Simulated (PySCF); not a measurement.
## Removing an electron from `FC(F)C=S`

Species: C2H2F2S.
Geometry (PBE0-D3(BJ)/def2-SVP, Å), atoms numbered from 1 in this order:
```xyz
7
C2H2F2S angstrom
F     -0.804    0.873   -1.189
C     -0.625   -0.016   -0.191
F     -1.395    0.367    0.849
C      0.818    0.021    0.238
S      1.798   -1.251    0.218
H     -0.935   -1.019   -0.530
H      1.144    1.020    0.572
```

Level: PBE0/def2-SVPD (PySCF). Frontier orbitals with their largest atomic shares (Löwdin; up to four atoms above 4 %):

```tsv
orbital	ε (eV)	main atoms
HOMO−3	-11.74	S5 47 %, C4 22 %, F1 8 %, F3 8 %
HOMO−2	-10.65	F3 24 %, F1 24 %, C2 19 %, C4 13 %
HOMO−1	-9.78	S5 50 %, C4 38 %
HOMO	-7.39	?
LUMO	-3.23	S5 46 %, C4 40 %
LUMO+1	0.77	S5 53 %, C2 14 %, C4 11 %, H7 8 %
LUMO+2	0.98	S5 45 %, H6 15 %, H7 13 %, C2 9 %
```

Task: What vertical ionisation energy does ΔSCF give, and how far is −ε(HOMO) from it?

Result: ΔSCF: 9.77 eV (943 kJ/mol; threshold wavelength 127 nm); ⟨S²⟩ of the doublet left behind is 0.765, against 0.75 for a pure doublet. −ε(HOMO) is 7.39 eV, 2.38 eV below it. For the exact functional −ε(HOMO) would equal the first vertical ionisation energy; PBE0 (global hybrid, 25 % exact exchange) falls short of its own ΔSCF value by 24 %.

Task: On which atoms does the HOMO lie?

Result: S5 (thiocarbonyl sulfur) 74 %, C4 (thiocarbonyl carbon) 16 %, so more than half of it is on one atom. The HOMO−1 lies 2.39 eV lower.

Task: And the vertical electron affinity, the fundamental gap, Mulliken's electronegativity and the hardness (with the factor ½)?

Result: EA = 1.09 eV by ΔSCF (−ε(LUMO) = 3.23 eV). IE − EA = 8.68 eV against an orbital gap of 4.16 eV; (IE + EA)/2 = 5.43 eV; (IE − EA)/2 = 4.34 eV.

Task: With α = 47.3 au, estimate the like-pair dispersion coefficient by London's formula C6 = (3/4)α²I.

Result: I = 0.3591 Eh, so C6 ≈ 604 au, a rough estimate.

Task: What kinetic energy would electrons from this vertical process carry with He II light (40.814 eV)?

Result: 40.81 − 9.77 = 31.04 eV.

Task: What total energies stand behind the ΔSCF value?

Result: E(N) = -674.52589 Eh and E(N − 1) = -674.16680 Eh at the same geometry, 0.35909 Eh apart. With one more electron, E(N + 1) = -674.56580 Eh.

Isolated species at its PBE0-D3(BJ)/def2-SVP geometry (one conformer only).

The run behind these numbers computed excited states and ΔSCF ions as well. The run took 24 s on one thread of an Arm Neoverse V2 (shared host).
